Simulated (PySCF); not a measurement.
Gas-phase reaction: 4 (CH3)3Si = (CH3)2Si + 3 (CH3)2SiH2 + C4H6 (butadiene)

Computed with PySCF (xtb for GFN2) and rigid-rotor harmonic-oscillator thermochemistry at 1 bar. † marks an energy on the PBE0/def2-TZVP geometry and frequencies; other levels use their own. MP2 freezes the core. Open shells (unrestricted): (CH3)3Si (multiplicity 2); the rest are closed-shell singlets. GFN2 has no spin-polarisation term. B3LYP is the form with VWN-RPA correlation. (CH3)3Si, (CH3)2Si: computed as isolated molecules; such fragments, hydroxides, amides, oligomers or adducts are transient or little studied in the gas. MP2 isn't extrapolated to the basis-set limit.

| level | ΔH°(298 K), kJ |
|---|---|
| B3LYP/def2-TZVP† | … |
| GFN2-xTB | -410 |
| MP2/def2-SVP† | … |
| MP2/def2-TZVPP† | -80 |
| PBE0/def2-QZVP† | … |
| PBE0/def2-TZVP | -47 |

Task: Complete the blanks.

Result: 
- B3LYP/def2-TZVP†, ΔH°(298 K), kJ: -127
- MP2/def2-SVP†, ΔH°(298 K), kJ: -94
- PBE0/def2-QZVP†, ΔH°(298 K), kJ: -44
